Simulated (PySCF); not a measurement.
# C4H3O: the cost of one run

Programs: PySCF 2.14.0, with routines of our own; each step states its level. All values are computed. Atoms count from 0.

## 1. The system as given

8 atoms, charge 0, multiplicity 2; geometry from: GFN2-xTB.

## 2. Open-shell or spin-flip excitations: unrestricted TDA CAM-B3LYP/def2-SVPD

The job: settings as JSON, then the geometry in Å.

```
{"job": {"kind": "uabs", "xc": "CAM-B3LYP", "basis": "def2-SVPD", "nstates": 10, "tda": false}, "charge": 0, "multiplicity": 2}
C     -1.506554    -0.074847     0.071635
C     -0.077710     0.000332     0.014836
C      1.164618     0.060057    -0.027944
C      2.456012     0.125526    -0.074383
O      3.633005     0.183990    -0.114191
H     -1.937177     0.923600     0.179834
H     -1.901326    -0.526195    -0.841810
H     -1.821810    -0.683051     0.922938
```

Method: unrestricted TDA CAM-B3LYP/def2-SVPD, vertical, gas phase, core orbitals frozen in the response.

The run is started by

```
OMP_NUM_THREADS=1 python excited_run.py task.json out
```

The driver reads the jobs from task.json and runs them one after another.

Q: Estimate the wall time and peak memory of this first job on 1 thread of Intel Xeon Platinum 8488C, shared host.

About 20 s, with a peak of 0.54 GiB.
